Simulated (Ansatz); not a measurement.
# BClH₂S: a ladder of functionals and wavefunction methods

One table from this session's results is given with a row withheld; the runs are named, their logs left out.

Program: Ansatz 0.2.0, Gaussian basis. Level of theory: functionals in def2-TZVPP, the program's frozen cores in correlated methods. These are calculated values, not measurements.

Plan: LDA (SPW92), PBE-D4, revPBE-D4, BLYP-D4, r2SCAN-D4, B97M-V, PBE0-D4, B3LYP-D4, r2SCANh-D4, r2SCAN0-D4, HSE06-D4, BHLYP-D4, CAM-B3LYP-D4, LC-ωPBE, ωB97X-V, ωB97M-V, B2PLYP, PBE-QIDH; CCSD(T)/def2-SVP; CCSD(T)/def2-TZVPP; CCSD(T)/def2-QZVPP; extrapolation to the limit; RPA on PBE.

## Structure used throughout

The geometry comes from an earlier relaxation with PBE0-D4 in a triple-zeta def2 set; it is a stationary point.

SMILES `SBCl`, 5 atoms, charge 0, spin multiplicity 1.

Atoms are counted from 1 here; the program's logs count them from 0.

Bond lengths: S1–B2 1.779 Å, S1–H4 1.343 Å, B2–Cl3 1.745 Å, B2–H5 1.189 Å. Angles: B2–S1–H4 96.1°, S1–B2–Cl3 118.6°, S1–B2–H5 122.1°, Cl3–B2–H5 119.3°.

Set-up of the first run:

The input, in.yaml:

```yaml
crystal:
  periodic: [false, false, false]
  atoms:
    - {symbol: S, position_ang: [-1.294520, -0.008753, -0.323543]}
    - {symbol: B, position_ang: [0.402947, -0.217786, 0.164671]}
    - {symbol: Cl, position_ang: [0.888721, -1.738855, 0.868884]}
    - {symbol: H, position_ang: [-1.157647, 1.248230, -0.777118]}
    - {symbol: H, position_ang: [1.210398, 0.643365, 0.025706]}
basis:
  gaussian: {orbitals: def2-TZVPP}
hamiltonian: {xc: lda}
output: {orbitals: {seedname: orbitals}}
```

Steps of the session up to this table: LDA; PBE-D4 (GGA); revPBE-D4 (GGA); BLYP-D4 (GGA); r2SCAN-D4 (meta-GGA); B97M-V (meta-GGA); PBE0-D4 (hybrid); B3LYP-D4 (hybrid); r2SCANh-D4 (hybrid); r2SCAN0-D4 (hybrid); HSE06-D4 (hybrid); BHLYP-D4 (hybrid); CAM-B3LYP-D4 (range-separated); LC-ωPBE-D4 (range-separated; the results give it without D4); ωB97X-V (range-separated); ωB97M-V (range-separated); B2PLYP (double hybrid); PBE-QIDH (double hybrid).

One table of the session follows, with a row left open; its other results are not shown here.

It belongs to the step «Orbital energies across the functionals». 

| functional | HOMO (eV) | gap (eV) |
| --- | --- | --- |
| LDA (SPW92) | -7.27 | 4.80 |
| PBE-D4 | -7.13 | 4.90 |
| revPBE-D4 | -7.08 | 4.95 |
| BLYP-D4 | -6.94 | 4.90 |
| r2SCAN-D4 | -7.41 | 5.46 |
| B97M-V | -7.48 | 5.58 |
| PBE0-D4 | -8.32 | 7.02 |
| B3LYP-D4 | -8.05 | 6.58 |
| r2SCANh-D4 | -7.85 | 6.23 |
| r2SCAN0-D4 | -8.51 | 7.37 |
| HSE06-D4 | -7.92 | 6.23 |
| BHLYP-D4 | -9.34 | 9.11 |
| CAM-B3LYP-D4 | -9.60 | 9.44 |
| LC-ωPBE | -11.01 | 11.95 |
| ωB97X-V | -10.63 | 11.53 |
| ωB97M-V | ? | ? |

Q: Estimate the row for ωB97M-V from the others.

As computed: HOMO (eV): -10.46; gap (eV): 11.20. In the column «HOMO (eV)» it lies between ωB97X-V (-10.63) and CAM-B3LYP-D4 (-9.60).
